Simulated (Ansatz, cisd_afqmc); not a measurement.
System: NH, charge 0, singlet. This singlet is an excited state, 1.9 eV above the triplet at CCSD(T)/cc-pV5Z (Ansatz, a first-principles code). NH (λ1-azane, SMILES [NH]).
B3LYP-D3(BJ)/def2-TZVP minimum from Ansatz:
```
N
H 1 1.0398
```

Total energies in cc-pVDZ, 6 correlated electrons, 1 frozen orbitals. UHF or UKS for unpaired electrons; spin-orbit terms are left out. Correlated methods leave the cores frozen. No relativity. The Monte Carlo rows (phaseless AFQMC, CISD trial, step 0.005/hartree) carry one-sigma bars that omit the constraint's bias. Outlying blocks are dropped, and bars are widened where a walk drifts. Over all cases where full CI ran beside it in this data, AFQMC minus full CI had a median of +0.1 mEh and passed +0.4 mEh in a tenth of the cases. The restricted determinant of HN ([NH], singlet) is unstable towards broken spin symmetry in at least one set run.

```csv
method,program,energy (Eh),error against FCI (mEh)
HF,Ansatz,-54.85763,166.95
MP2,Ansatz,-54.97759,47.00
CCSD,Ansatz,-55.00944,15.14
CCSD(T),Ansatz,-55.01628,8.30
CCSDT(Q),Ansatz,-55.02474,-0.16
CCSDTQ,Ansatz,-55.02456,0.02
AFQMC/CISD,cisd_afqmc,-55.0182 ± 0.0005,6.4 ± 0.5
FCI,Ansatz,-55.02458,0.00
```
